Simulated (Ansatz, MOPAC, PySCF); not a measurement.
System: C$_{2}$H$_{2}$O$_{2}$, charge 0, multiplicity 1. SMILES: O=CC=O
Coordinates optimised at B3LYP-D3(BJ)/def2-TZVP (Ansatz, an electronic-structure program):
```xyz
6

C      0.0079     0.7617    -0.0144
C     -0.0079    -0.7617     0.0144
O      1.0376     1.3794    -0.0260
H     -0.9919     1.2360    -0.0234
O     -1.0376    -1.3794     0.0260
H      0.9919    -1.2360     0.0234
```

Property: enthalpy of formation at 298 K, in kcal/mol. Terms: non-relativistic; UHF or UKS for open shells; no spin-orbit coupling; 6-31G* and kin with 6d, 5d where marked; dispersion terms only where a functional's name holds one; valence correlation only; 6-311+G** with 5d; LANL2DZ all-electron up to Ne. Ab initio and DFT rows: single points at B3LYP-D3(BJ) geometries (Ansatz), with unscaled harmonic terms from B3LYP/6-31G* (Ansatz) at its own minima, enthalpies of formation by atomisation with measured atoms. Semi-empirical rows: MOPAC heats of formation at their own minima for 298 K. The Hartree-Fock reference of O=CC=O is unstable towards a lower, spin-broken solution.

Measured values: Active Thermochemical Tables 1.112 (ions: stationary electron), as tabulated in the package chemicals; they hold spin-orbit and core effects, anharmonicity and other conformers. 

Value to compare with, the measured value: -50.8 kcal/mol.

```csv
level,program,enthalpy of formation at 298 K (kcal/mol),error
PM3,MOPAC,-64.4,-13.6
HF/STO-3G,Ansatz,180.2,231.0
PBE/6-31G*,Ansatz,-81.7,-30.9
BP86/def2-SVP,PySCF,-87.3,-36.5
B3LYP/LANL2DZ,Ansatz,11.5,62.3
M06-2X/6-311+G**,PySCF,-43.9,6.9
PBE/def2-TZVPD,Ansatz,-79.3,-28.5
B3LYP/def2-TZVPD,Ansatz,-46.8,4.0
B2PLYP-D3(BJ)/def2-TZVPD,Ansatz + dftd3,-46.8,4.0
```

Among the 6 habitual levels, HF/STO-3G lies farthest from the measured value (231.0 kcal/mol) and M06-2X/6-311+G** nearest (6.9); 3 of 6 lie above it, and their mean absolute error is 63.5 kcal/mol, the median 33.7. One case shows no general order.

The levels are drawn from those run, B3LYP/6-31G* more often than the rest, none by its result; left out are runs that failed, that the program found above a lower state of the same kind, or whose <S^2> lies over 0.5 above the pure value.
